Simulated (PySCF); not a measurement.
1,3-dithiolane-2-thione, C3H4S3.
Z-matrix (Å and degrees, GFN2-xTB geometry), rows numbered from 1:
```
S 
C   1  1.6238
S   2  1.7516  1  122.88
C   3  1.8288  2   96.39  1  -169.12
C   4  1.5101  3  107.60  2   -34.45
S   2  1.7517  1  122.91  3   179.98
H   4  1.0910  3  107.67  2    86.16
H   4  1.0885  3  107.63  2  -155.46
H   5  1.0883  4  112.05  3   163.58
H   5  1.0909  4  111.74  3   -72.69
```

The calculation used PySCF 2.14.0, density-fitted response routines, TDDFT CAM-B3LYP/def2-SVPD, vertical, gas phase, core orbitals frozen in the response.

Kohn–Sham orbitals with the atoms that hold most of them (Löwdin shares over 4%, at most four atoms; ? is withheld):

```csv
orbital,ε (eV),atoms
HOMO-3,-10.84,"S3 35%, S6 35%, C4 8%, C5 8%"
HOMO-2,-8.85,"S6 37%, S3 37%, C2 11%, C5 6%"
HOMO-1,-8.22,?
HOMO,-7.82,?
LUMO,-0.98,"C2 37%, S1 33%, S3 13%, S6 13%"
LUMO+1,0.36,"S6 30%, S3 30%, C4 8%, C5 8%"
LUMO+2,1.09,"S6 23%, S3 23%, S1 16%, C4 9%"
```

Problem. Give the leading atoms of the HOMO.

Solution. S1 (bonded to C) 70%; C2 (bonded to 3 S) 13%; S3 (bonded to 2 C) 6%; S6 (bonded to 2 C) 6%. By element: sulfur 83%, carbon 13% or more.

Problem. Give the leading atoms of the HOMO-1.

Solution. S1 (bonded to C) 45%; C2 (bonded to 3 S) 16%; S3 (bonded to 2 C) 16%; S6 (bonded to 2 C) 16%. By element: sulfur 77%, carbon 16% or more.

Problem. How does S1 compare with the orbital gap of 6.83 eV?

Solution. S1 is at 2.83 eV (f = 0.0004), 4.00 eV below the gap, made of HOMO→LUMO (94%). Without the coupling terms of the response equations the lowest excitation would equal the gap.

Problem. Give energy, strength and leading configuration of S1, S2, S3 and S5, and follow the Löwdin shares of the leading atoms from the occupied to the empty orbital.

Solution. 
- S1 (2.83 eV, f 0.0004), HOMO→LUMO (94%): S1 70% → 33%, C2 13% → 37%; low, almost dark, from the terminal sulfur into the C=S bond, the pattern of n→π*
- S2 (4.46 eV, f 0.204), HOMO-1→LUMO (90%): S1 45% → 33%, C2 16% → 37%
- S3 (4.74 eV, f 0.079), HOMO-2→LUMO (94%): S6 37% → 13%, S3 37% → 13%, C2 11% → 37%, S1 at most 6% → 33%
- S5 (5.47 eV, f 0.0007), HOMO-2→LUMO+1 (71%): S6 37% → 30%, S3 37% → 30%

Löwdin shares depend on the basis, the more so with diffuse functions.

Hardware: one thread, Arm Neoverse V1, shared host. Cost: 25 s of wall time.

One conformer stands for the species.
